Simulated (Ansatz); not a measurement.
# C2H4F2 (1,2-difluoroethane): name the method

C2H4F2: 8 atoms, total charge 0, spin state singlet. SMILES: `FCCF`. The coordinates come from a PBE0-D4/def2-TZVP relaxation. This is one conformer, not always the lowest.

```xyz
8

F    -1.3124    0.7756    0.8740
C    -0.1158    0.7161    0.1932
C     0.2179   -0.6961   -0.1774
F    -0.6181   -1.1533   -1.1728
H    -0.2012    1.3378   -0.7028
H     0.6703    1.1180    0.8419
H     1.2489   -0.7425   -0.5448
H     0.1104   -1.3556    0.6888
```

A calculation with Ansatz 0.2.0 gave:

```json
{
 "total energy": "-275.4166 Eh",
 "HOMO energy": "-13.50 eV",
 "LUMO energy": "7.12 eV",
 "HOMO–LUMO gap": "20.62 eV"
}
```

Q: Which of these levels gave the numbers?
A. HF/3-21G
B. HF/def2-SVPD
C. HF/STO-3G
D. B3LYP/6-31G* (Cartesian functions)

A: A. The others give -278.2783 Eh (B3LYP/6-31G* (Cartesian functions)), -276.7288 Eh (HF/def2-SVPD), -273.1951 Eh (HF/STO-3G).
